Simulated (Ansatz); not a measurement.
## Palladium, fcc: convergence with Methfessel-Paxton smearing

Computed with Ansatz, r²SCAN, scalar-relativistic PAW, on the relaxed cell (a = 3.914 Å; ferromagnetic, net 0.41 μB per atom). Errors count from a run at 500 eV on a Γ-centred 23×23×23 mesh with Fermi-Dirac smearing of 0.05 eV, extrapolated to zero width. Fixed here: cutoff 500 eV, mesh 14×14×14.

| width (eV) | E(σ→0) error (meV/atom) | F error (meV/atom) | P (GPa) | sphere moment (μB) | SCF iterations |
| --- | --- | --- | --- | --- | --- |
| 0.01 | 1.6 | 1.6 | -0.05 | 0.50 | 12 |
| 0.03 | 1.6 | 1.6 | -0.05 | 0.50 | 11 |
| 0.2 | 1.4 | 1.3 | 0.00 | 0.51 | 11 |
| 0.3 | 1.2 | 1.2 | 0.02 | 0.51 | 14 |
| 0.6 | 4.7 | -6.9 | -0.46 | 0.06 | 29 |
| 1.0 | -20.0 | -32.8 | -0.91 | 0.00 | 19 |

Q: What does the run at 0.1 give (width)?

A: E(σ→0) error (meV/atom): 1.6; F error (meV/atom): 1.6; P (GPa): -0.05; sphere moment (μB): 0.50; SCF iterations: 11.
